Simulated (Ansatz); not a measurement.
# CH2F2 (singlet): the correlation ladder, cc-pVTZ

One table from this session's results is given with a row withheld; the runs are named, their logs left out.

Computed with Ansatz 0.2.0, Gaussian basis. Level: cc-pVTZ, core rule «outside noble gas», up to 3 orbitals frozen.

Plan: UHF; CCSD(T) on RHF; BCCD(T) on RHF; CISD; CCSDT(Q) on RHF.

22 further runs of the same task are left out: 4 for a known fault of the program, 1 that didn't finish, 17 set aside as unsound or not needed.

### What is computed

The geometry is an MP2(full)/6-31G* stationary point (not a proven minimum).

5 atoms, charge 0, spin multiplicity 1.

Atoms are counted from 1 here; the program's logs count them from 0.

Bond lengths: C1–F2 1.364 Å, C1–F3 1.364 Å, C1–H4 1.091 Å, C1–H5 1.091 Å. Angles: F2–C1–F3 108.9°, F2–C1–H4 108.8°, F2–C1–H5 108.8°, F3–C1–H4 108.8°, F3–C1–H5 108.8°, H4–C1–H5 112.8°.

The first run:

The input, in.yaml:

```yaml
crystal:
  periodic: [false, false, false]
  atoms:
    - {symbol: C, position_ang: [0.000000, 0.000000, 0.556162]}
    - {symbol: F, position_ang: [0.000000, 1.109716, -0.237342]}
    - {symbol: F, position_ang: [0.000000, -1.109716, -0.237342]}
    - {symbol: H, position_ang: [-0.908369, 0.000000, 1.159958]}
    - {symbol: H, position_ang: [0.908369, 0.000000, 1.159958]}
basis:
  gaussian: {orbitals: cc-pVTZ}
magnetization: {spin_polarized: true, initial_magnetization: 0}
hamiltonian: {xc: hf}
output: {orbitals: {seedname: orbitals}}
```

Run with:

```sh
$ ansatz run in.yaml --threads 1 --pin off --events-out ev --progress --plain --max-ram 4160MiB --backend cpu
```

Among the steps run: UHF; CCSD(T) on RHF; BCCD(T) on RHF; CISD; CCSDT(Q) on RHF.

One table of the session follows, with a row left open; its other results are not shown here.

It belongs to the step «Misses and costs». 

| method | from RCCSDT(Q) (kJ/mol) |
| --- | --- |
| RHF | +1854.1 |
| RMP2 | ? |
| CISD | +233.4 |
| RCCSD | +57.2 |
| RCCSD(T) | +2.6 |
| BCCD(T) | +2.0 |
| RCCSDT | +1.9 |
| RCCSDT(Q) | 0 |

**Question.** Estimate the row for RMP2.

As computed: from RCCSDT(Q) (kJ/mol): +85.0. In the column «from RCCSDT(Q) (kJ/mol)» it lies between RCCSD (+57.2) and CISD (+233.4).

With the free atoms at the same levels and basis (separate runs), the atomisation energy is 18.450 eV at RCCSDT(Q), 18.450 eV at RCCSD(T), 13.380 eV at RHF.
